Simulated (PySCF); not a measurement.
# Sulfur: a sound run and one with changed settings

Sound run: S [Ne] 3s2 3p4, S⁺ [Ne] 3s2 3p3. Computed with PySCF 2.14 in 6-31G* (4s3p1d, 18 functions), with the non-relativistic Hamiltonian (point nucleus). In the sound run the correlated levels freeze [Ne]. The sound run starts from symmetry-adapted Hartree-Fock orbitals and uses a fine grid where one is needed.

A second run was set up differently.

| species | method | sound run (hartree) | changed run (hartree) | converged |
| --- | --- | --- | --- | --- |
| S | UHF | -397.47464 | -397.47464 | yes |
| S | r2SCAN | -398.05497 | -398.05497 | yes |
| S | TPSS | -398.10547 | -398.10547 | yes |
| S | MP2 | -397.55092 | -397.52926 | yes |
| S | CCSD(T) | -397.56991 | -397.56991 | yes |
| S⁺ | UHF | -397.13847 | -397.13847 | yes |
| S⁺ | r2SCAN | -397.67612 | -397.67612 | yes |
| S⁺ | TPSS | -397.72386 | -397.72386 | yes |
| S⁺ | MP2 | -397.20271 | -397.18420 | yes |
| S⁺ | CCSD(T) | -397.22125 | -397.22125 | yes |

Ionisation energy of S:

| method | sound run (eV) | changed run (eV) |
| --- | --- | --- |
| UHF | 9.148 | 9.148 |
| r2SCAN | 10.309 | 10.309 |
| TPSS | 10.384 | 10.384 |
| MP2 | 9.475 | 9.390 |
| SCS-MP2 | 9.503 | 9.414 |
| CCSD | 9.475 | 9.475 |
| CCSD(T) | 9.487 | 9.487 |

(1) What was changed?
A. level shift left on
B. minimal basis
C. a valence shell is frozen
D. basis contracted for another Hamiltonian

## Answers

(1) A. It used initial guess atom, at most 50 SCF cycles, level shift 0.5 hartree. A level shift leaves the converged SCF energy unchanged but raises the virtual orbital energies, which shrinks MP2 if it is not removed.
